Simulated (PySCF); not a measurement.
# Working with the constants of LiF

RHF-CCSD(T) constants of LiF, ¹Σ⁺ (singlet), closed shell (PySCF, no relativity, basis sets Li pcseg-2, F pcseg-2; masses 7.0160 and 18.9984 u):

- ωe: 925.3 cm⁻¹
- ωexe: 8.2 cm⁻¹
- Be: 1.3317 cm⁻¹
- αe: 0.0190 cm⁻¹
- D (centrifugal): 1.1e-05 cm⁻¹
- De to Li + F: 5.80 eV

Question: Estimate the standard entropy (1 bar) and heat capacity of the ideal gas at 1500 K, rigid rotor with B0 and harmonic oscillator at the fundamental.

Answer: Translation (Sackur–Tetrode, M = 26.01 u): 183.1 J/(mol K). Rotation: q = kT/(σB0) = 788 with σ = 1, 63.8. Vibration: x = hcν0/kT = 0.872, 9.71. S° = 256.6 J/(mol K); Cp = 7R/2 + 7.81 = 36.9 J/(mol K).

Correlated steps freeze 1 core orbital. Where the molecule has an RHF reference, its open-shell atoms are computed with UHF.
